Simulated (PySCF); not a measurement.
Species: B2H5N.
InChI=1S/B2H5N/c1-3-2/h3H,1-2H2

The closed-shell ground state was solved at several levels (PySCF, density fitting, gas phase, non-relativistic). Geometry: PBE0-D3(BJ)/def2-SVP; no solvent, vibrations or thermal averaging.

```
             level  basis functions  HOMO (eV)  LUMO (eV)  gap (eV)  dipole (D)
CAM-B3LYP/pcSseg-2              178     -10.66      -0.30     10.36        1.23
       B3LYP/pcJ-1              131      -9.02      -1.58      7.44        1.30
   B3LYP/def2-SVPD              100      -8.98      -1.61      7.37        1.25
```

Problem. Estimate the row for PBE0/pcSseg-1, a basis of 76 functions; the other rows only guide the guess.

Solution. HOMO -9.18 eV, LUMO -1.37 eV, gap 7.81 eV, dipole 1.27 D.

Problem. Over all these levels, which gives the widest orbital gap and which the narrowest?

Solution. CAM-B3LYP/pcSseg-2 (range-separated hybrid) has the widest, 10.36 eV, and B3LYP/def2-SVPD (global hybrid, 20 % exact exchange) the narrowest, 7.37 eV. Functional and basis both differ between the two, so the spread mixes both effects.

Problem. How far do the dipole and the HOMO energy spread over the levels?

Solution. The dipole runs from 1.23 to 1.30 D (mean 1.26 D) and the HOMO from -10.66 to -8.98 eV.
